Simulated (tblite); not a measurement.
Species: C₅H₁₃P.
Z-matrix (Å and degrees, GFN2-xTB geometry), rows numbered from 1:
```
C 
C   1  1.5228
C   2  1.5308  1  113.44
C   3  1.5269  2  109.88  1   177.44
P   3  1.8818  2  110.42  1   -61.56
C   5  1.8530  3   99.41  2   174.57
H   1  1.0877  2  110.34  3  -174.15
H   1  1.0887  2  110.60  3   -54.21
H   1  1.0882  2  110.54  3    66.21
H   2  1.0929  1  109.28  3  -121.65
H   2  1.0943  1  109.08  3   120.93
H   3  1.0979  2  109.18  1    57.61
H   4  1.0893  3  110.32  2   -54.01
H   4  1.0876  3  111.28  2  -174.03
H   4  1.0892  3  110.27  2    65.53
H   5  1.4014  3   95.00  2    79.68
H   6  1.0889  5  111.65  3   -39.98
H   6  1.0885  5  107.95  3  -160.40
H   6  1.0886  5  109.78  3    81.93
```

Calculated harmonic vibrations of the isolated species, GFN2-xTB (tblite), most abundant isotopes, no scaling. This tight-binding method is rough: wavenumbers can miss measured ones by several per cent, in bad cases by 10 to 20. Modes of hydrogen on phosphorus can be 10 to 20 % off. One conformer, not necessarily the lowest.

Harmonic wavenumbers (cm⁻¹): 58.0, 93.9, 180.4, 190.0, 212.3, 236.8, 252.9, 306.7, 369.1, 436.2, 639.5, 730.7, 758.8, 827.4, 836.3, 877.4, 899.4, 978.9, 1003.1, 1026.3, 1066.6, 1082.4, 1120.6, 1163.4, 1224.7, 1267.2, 1287.4, 1318.2, 1350.3, 1410.1, 1413.6, 1446.6, 1463.5, 1486.9, 1497.0, 1499.9, 1504.0, 1504.6, 2247.4, 2881.9, 2944.2, 2969.6, 2992.5, 3006.9, 3009.4, 3015.6, 3016.6, 3021.5, 3025.3, 3034.1, 3034.8.

A = 3892, B = 1890, C = 1417 MHz; mass 104.075 u (most abundant isotopes); point group C1, symmetry number 1.

**Question.** Zero-point energy?

**Answer.** Half the sum of the wavenumbers: 36610 cm⁻¹ = 437.96 kJ/mol.

**Question.** What is S at 350 K and 1 bar for an ideal gas of classical rigid rotors and harmonic oscillators?

**Answer.** Translation 170.12, rotation 118.42, vibration 118.88: S = 407.4 J/(mol K).

**Question.** And Cp and H(350 K) − H(0)?

**Answer.** Cp = 162.14 J/(mol K), of which vibrations give 128.88 (their classical limit is 51 R = 424.0); H(350 K) − H(0) = 34.06 kJ/mol without the zero-point energy, 22.42 from vibrations.

**Question.** What must be added to the electronic energy to get the Gibbs energy at 350 K and 1 bar?

**Answer.** ZPE + [H(350 K) − H(0)] − T·S = 437.96 + 34.06 − 142.60 = 329.42 kJ/mol.

**Question.** How do the functions run with temperature in this model?

**Answer.** 
```
T (K)  S (J/(mol K))  Cp (J/(mol K))  H − H(0) (kJ/mol)  G − H(0) (kJ/mol)  ln q(vib)
  100          272.8            72.2               4.97             -22.31       1.14
  200          334.0           106.9              13.99             -52.80       3.29
  300          383.9           142.9              26.44             -88.75       5.49
  500          474.5           215.9              62.53            -174.74       9.90
  800          594.2           293.4             139.83            -335.54      16.44
 1000          663.7           328.7             202.20            -461.46      20.60
```

q(vib) and H(0) count from the zero-point level.

**Question.** Blend soft modes into free rotors: weight 1/[1 + (100 cm⁻¹/ν̃)⁴] for the oscillator and the rest for a rotor with moment μB/(μ + B), μ = h/(8π²ν), B = 10⁻⁴⁴ kg m². What vibrational entropy results?

**Answer.** 112.05 J/(mol K) in place of 118.88, which changes −T·S at 350 K by +2.39 kJ/mol.

Hindered rotation and anharmonicity are outside this model. Other conformers, if any are populated, would add a mixing term that is left out. The structure is chiral; the term R ln 2 for an equal mix with its mirror image is left out.
